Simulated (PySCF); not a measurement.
# AlN⁺: from constants to spectrum

r²SCAN0 constants of AlN⁺, ⁴Σ⁻ (quartet), unpaired electrons σ ↑, π ↑↑ (basis Al aug-cc-pV(D+d)Z, N aug-cc-pVDZ; no relativity; PySCF 2.14; masses 26.9815 and 14.0031 u):

```
ωe              : 250.5 cm⁻¹
ωexe            : 10.5 cm⁻¹
Be              : 0.39641 cm⁻¹
αe              : 0.0160 cm⁻¹
D (centrifugal) : 3.97e-06 cm⁻¹
De to Al⁺ + N   : 0.303 eV
```

(1) Give the vibrational terms G(v) and spacings up to v = 2.

(2) How well does the Morse estimate ωe²/(4ωexe) reproduce De, and what is D0?

The bond is weak. Basis-set superposition, not corrected here, can be much of De in a small basis, most of all at correlated wavefunction levels. For an ion De counts to the pair picked by the measured ionisation energies or electron affinities, which need not be the lowest pair at this level. The state is the lowest determinant that a PBE0 search found; another state may lie lower at other levels.

## Answers

(1) G(v) = ωe(v+½) − ωexe(v+½)².

```json
{"v": "0", "G(v) (cm⁻¹)": "123", "G(v) − G(v−1)": "", "Bv (cm⁻¹)": "0.3884"}
{"v": "1", "G(v) (cm⁻¹)": "352", "G(v) − G(v−1)": "230", "Bv (cm⁻¹)": "0.3724"}
{"v": "2", "G(v) (cm⁻¹)": "561", "G(v) − G(v−1)": "208", "Bv (cm⁻¹)": "0.3564"}
```

(2) It gives 0.185 eV, 61 % of the computed De. D0 = De − G(0) = 0.303 − 0.015 = 0.288 eV.
